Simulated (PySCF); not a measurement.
Structure from 2D NMR

Compound of formula C$_{4}$H$_{6}$O$_{2}$. Correlations simulated from computed shifts and the bond graph:

HSQC (one-bond C–H):
```tsv
δH	δC
2.32	27.0
```

HMBC (two and three bonds, from the bond graph):
```tsv
δH	δC
2.32	210.0
```

Carbons without hydrogens: δ 210.0.

- structure optimised with PBE0-D3(BJ)/def2-TZVP
- PBE0/pcSseg-2 with gauge-including orbitals
- program: PySCF
- non-relativistic Hamiltonian, no solvent model, one averaged value for each set of equivalent atoms, a single conformation

Scale: ¹H and ¹³C vs TMS (reference shieldings calculated alike).

Exchangeable hydrogens are left out of these lists.

Assemble the structure.

Results:

2,3-Butanedione (SMILES CC(=O)C(C)=O).

Structure with atom numbers: `[CH3:1][C:2](=[O:3])[C:4]([CH3:5])=[O:6]` (H(Xn): hydrogen on atom n).

1. δC 210.0 is C2/C4, a ketone carbonyl carbon.
2. δC 27.0 is C1/C5, a methyl carbon α to a carbonyl (δH 2.32).
3. HMBC from δH 2.32 reaches the proton-free carbon C2/C4.

The shifts were computed for this structure.

Shifts are as computed. Against solution values, carbons near 30 ppm lie about +3 ppm off and those near 130 ppm about +9 ppm. Of 1211 compounds with measured shifts, 218 miss one by over three times the rms of a fit or turn the order of signals round; such compounds aren't used in these exercises.
